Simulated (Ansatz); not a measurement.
**Rhodium, fcc under PBEsol: structure, energy and stiffness**

What does PBEsol give for rhodium in the fcc structure? We relax it, solve it on a dense k-mesh, switch on spin-orbit coupling, then scale the cell to 7 volumes from 88 to 112 % of the relaxed one and try a fit of the equation of state. The start is ferromagnetic. The k-meshes are 14×14×14 for the relaxation; 23×23×23 for the dense run; 14×14×14 for spin-orbit coupling; 23×23×23 for the volumes. The starting cell is the deposited one, from the Crystallography Open Database.

Program: Ansatz 0.2.0. Level of theory: DFT PBEsol, plane waves (420 eV) with PAW, scalar-relativistic; PAW files made under PBE, frozen cores solved again for the functional. These are calculated values, not measurements.

**1. The system as given**

Symmetry: Fm-3m, No. 225, cubic system. Conventional cell: a = 3.803 Å, b = 3.803 Å, c = 3.803 Å, α = 90.00°, β = 90.00°, γ = 90.00°. Rh (site symmetry m-3m) is surrounded by 12 Rh at 2.69 Å.

Coordinates:

```
Rh
1.0
     0.00000    1.90155    1.90155
     1.90155    0.00000    1.90155
     1.90155    1.90155    0.00000
Rh
1
Cartesian
  0.0000 0.0000 0.0000
```

Starting moments (μB): +1.

**2. Relaxation of the cell**

input.yaml

```yaml
crystal:
  lattice:
    - [0.0, 1.90155, 1.90155]
    - [1.90155, 0.0, 1.90155]
    - [1.90155, 1.90155, 0.0]
  atoms:
    - { symbol: Rh, position: [0.0, 0.0, 0.0], spin: 1.0 }
hamiltonian:
  xc: pbesol
  pseudopotentials:
    kind: paw
    azcp:
      Rh: "pseudopotentials/Rh.paw.azcp"
basis:
  ecutwfc: 420
  fft_grid_basis: typed
kpoints:
  mp_grid: { grid: [14, 14, 14], shift: [0, 0, 0] }
magnetization:
  spin_polarized: true
scf:
  occupations: { method: fermi_dirac, width: 0.05 }
relax:
  max_steps: 60
  f_tol: 0.01
  cell: {}
```

After this run come: Single point on a dense mesh; A two-component run at the same geometry; The cell scaled to 88 % of its volume; The cell scaled to 92 % of its volume; The cell scaled to 96 % of its volume; The cell scaled to 100 % of its volume; The cell scaled to 104 % of its volume; The cell scaled to 108 % of its volume; The cell scaled to 112 % of its volume.

Q: Predict the outcome of this session. Wanted: space group; conventional cell; volume; shortest distance; gap on the mesh; magnetic state; V₀, B₀, B₀′.

**Answer**, as computed:

| quantity | value |
| --- | --- |
| space group (spins left aside) | Fm-3m (No. 225) |
| conventional cell | a = 3.780 Å |
| volume | 13.505 Å³/atom |
| shortest distance | 2.673 Å |
| against the deposited volume | -1.8 % (13.752 Å³/atom) |
| gap on the mesh | none (levels filled in part) |
| magnetic state | non-magnetic |
| V₀, B₀, B₀′ | 13.500 Å³/atom, 295 GPa, 5.1 |

In words: The volume comes out 1.8 % smaller than measured. Part of the miss is zero-point motion and any thermal expansion in the deposited cell. The moments die out: the run ends non-magnetic. No gap shows: it is a metal or semimetal at this level. Totals with and without spin-orbit coupling (-1.8 eV/atom apart) can't be read as binding, since the two-component data shift the zero of energy. The fitted modulus is 295 GPa, among the stiffest elements.
